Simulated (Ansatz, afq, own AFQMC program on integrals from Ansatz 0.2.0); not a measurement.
# HCl + CH$_{2}$, triplet in cc-pVTZ along one coordinate

```yaml
atoms:
  - { symbol: Cl, position_ang: [-0.8719, 0.0000, 0.0000] }
  - { symbol: H, position_ang: [0.4069, 0.0000, 0.0000] }
  - { symbol: C, position_ang: [2.1151, 0.0000, 0.0000] }
  - { symbol: H, position_ang: [2.5295, 0.0000, 0.9962] }
  - { symbol: H, position_ang: [2.5295, 0.0000, -0.9962] }
```

A hydrogen atom is moved from one rigid fragment to the other; the Cl1–H2 distance tells how far. The two fragments are held close together, so this isn't a minimum-energy path and the start is a compressed complex. Energies in kcal/mol count from this geometry (1.279 Å) at the same level; the start stands on UHF, each point on the determinant named.

Basis cc-pVTZ. Only valence electrons are correlated. Ansatz 0.2.0 and our own AFQMC program on the same integrals; the CISD trial comes from CCSD amplitudes, and released means the phaseless constraint is let go. Uncertainties: one standard error, sampling alone.

Cautions, each for one point or more: lower spins were not checked; unrestricted determinant slightly spin contaminated.

```csv
r(Cl1–H2) / Å,det.,T1,weight,⟨S²⟩,PBE,r2SCAN,CCSD(T)
1.455,UHF,0.014,0.87,2.05,-2.7,-0.8,2.0
1.544,UHF,0.016,0.86,2.07,-3.3,-0.8,3.1
1.632,UHF,0.016,0.86,2.07,-4.8,-2.0,2.1
1.720,UHF,0.015,0.86,2.06,-7.0,-4.3,-0.9
1.897,UHF,0.012,0.87,2.03,-8.0,-6.4,-6.2
```

Estimate the curve of phaseless AFQMC with a CISD trial, counted from the same start.


| r(Cl1–H2) / Å | det. | T1 | weight | ⟨S²⟩ | ph-AFQMC/CISD | released AFQMC |
| --- | --- | --- | --- | --- | --- | --- |
| 1.455 | UHF | 0.014 | 0.87 | 2.05 | 2.3 ± 0.2 | 2.0 ± 0.3 |
| 1.544 | UHF | 0.016 | 0.86 | 2.07 | 3.3 ± 0.2 | 3.0 ± 0.3 |
| 1.632 | UHF | 0.016 | 0.86 | 2.07 | 2.6 ± 0.1 | – |
| 1.720 | UHF | 0.015 | 0.86 | 2.06 | -0.7 ± 0.2 | -0.7 ± 0.3 |
| 1.897 | UHF | 0.012 | 0.87 | 2.03 | -5.6 ± 0.2 | – |

Weight is that of the determinant in the CISD state; at the start T1 is 0.011 and the weight 0.87, and ⟨S²⟩ is 2.02. A dash marks a missing value, a released energy that hasn't settled or a functional that sits on another state. Largest departures from phaseless AFQMC with a CISD trial: CCSD(T) -0.6 kcal/mol at 1.897 (on UHF), released AFQMC -0.3 kcal/mol at 1.544 (on UHF) (within the noise), PBE -7.4 kcal/mol at 1.632, r2SCAN -4.6 kcal/mol at 1.632. The walk's constraint bias lies outside its error bars, so these are departures and not errors. Functionals count only at points shown to share the start's state and spin.

A walk keeps the symmetry of its determinant, which the program's search chose and which needn't be the lowest solution, so a lower state of the same spin and another symmetry isn't excluded. Released energies are given only where the last usable release times agree within the noise; a slower fall can still hide under it.
